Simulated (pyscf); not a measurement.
Single points on ωB97X-D3(BJ)/def2-SVP structures (PySCF, gas phase).

### Question
Estimate by transition-state theory the rate constant of `[O]=[Cr](=[O])([F])[F]` + `[ClH]` -> `[O]=[Cr](=[O])([F])[Cl]` + `[FH]` (singlet surface; Cr–F, Cl–H broken, Cl–Cr, F–H formed) at 298 K, with ωB97M-D3(BJ)/def2-TZVP energies (ideal gas, 1 atm, RRHO with modes under 100 cm⁻¹ raised to 100, one conformer, R ln 2 for chiral ones without a mode under 150 cm⁻¹; no tunnelling).

### Answer
The electronic barrier is 16.7 kcal/mol and the thermal terms add +9.2, so ΔG‡ = 25.9 kcal/mol. With k_BT/h = 6.21e+12 s⁻¹ and RT = 0.592 kcal/mol, and a volume of 4.06e-20 cm³ per molecule at 1 atm, k = 2.7e-26 cm³ molecule⁻¹ s⁻¹. Wigner's tunnelling factor for 635i cm⁻¹ would be 1.39, likely too low at so high a frequency. A shift of 1 kcal/mol in the barrier changes k by a factor 5.4. This is the saddle that the search found; another between the same sides may lie lower.
